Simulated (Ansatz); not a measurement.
## Four-centre ligand exchange

Start structure (CH$_{7}$ClSi, closed shell), relaxed at PBE0-D4/def2-TZVP:

Si1  (-1.814, -0.115, -1.166)
Cl2  (-0.390, -1.394, -1.915)
H3  (-2.186, 0.844, -2.232)
H4  (-1.240, 0.598, -0.003)
H5  (-2.991, -0.914, -0.756)
H6  (1.585, -0.447, 0.345)
C7  (1.724, 0.196, 1.214)
H8  (2.727, 0.055, 1.615)
H9  (0.989, -0.060, 1.977)
H10  (1.595, 1.237, 0.921)
(Å)

The step: SiH₃Cl ([SiH3][Cl]) + CH₄ → CH₆Si ([CH3][SiH3]) + HCl; bonds formed: Si1–C7, Cl2–H6; bonds broken: Si1–Cl2, H6–C7. Ansatz 0.2.0; basis: def2-TZVPP and def2-QZVPP; cores frozen in the correlated methods. Extrapolation: Hartree–Fock as exp(−7.88 √X), correlation as X^−2.97. Energies below are by CCSD(T) at an estimated basis limit (MP2 extrapolated from triple and quadruple zeta, plus CCSD(T) − MP2 in triple zeta).

What are the electronic barrier and the energy of the step, from the start structure to the end structure? (To be estimated.)

The calculation gives: Barrier 2.847 eV; step energy 0.998 eV (uphill); reverse barrier, their difference, 1.849 eV. Barrier and step energy count from the start structure, the reverse barrier from the end structure.

The saddle point: One imaginary mode of 580i cm⁻¹.
```json
{"pair": "Si1–C7", "start (Å)": "4.28", "saddle (Å)": "2.13", "end (Å)": "1.87"}
{"pair": "Cl2–H6", "start (Å)": "3.15", "saddle (Å)": "1.76", "end (Å)": "1.29"}
{"pair": "Si1–Cl2", "start (Å)": "2.05", "saddle (Å)": "2.56", "end (Å)": "4.12"}
{"pair": "H6–C7", "start (Å)": "1.09", "saddle (Å)": "1.25", "end (Å)": "3.15"}
```

Zero-point energy (harmonic, PBE0-D4): ZPE is 1.946 eV at the start and 1.898 eV at the saddle, so the barrier goes from 2.847 to 2.799 eV.

No T1 diagnostic of these runs exceeds 0.011.

Labels in which every atom is bracketed show which atoms are joined, not bond orders.

For scale, one of the runs: CCSD(T)/def2-TZVPP, 213 basis functions, launched by `ansatz run in.yaml --threads 4 --pin off --events-out ev --progress --plain --max-ram 9574MiB`. The run took 37 s on 4 CPU threads of an Arm Neoverse V1 (shared host), with 2.8 GiB of host memory at its peak.
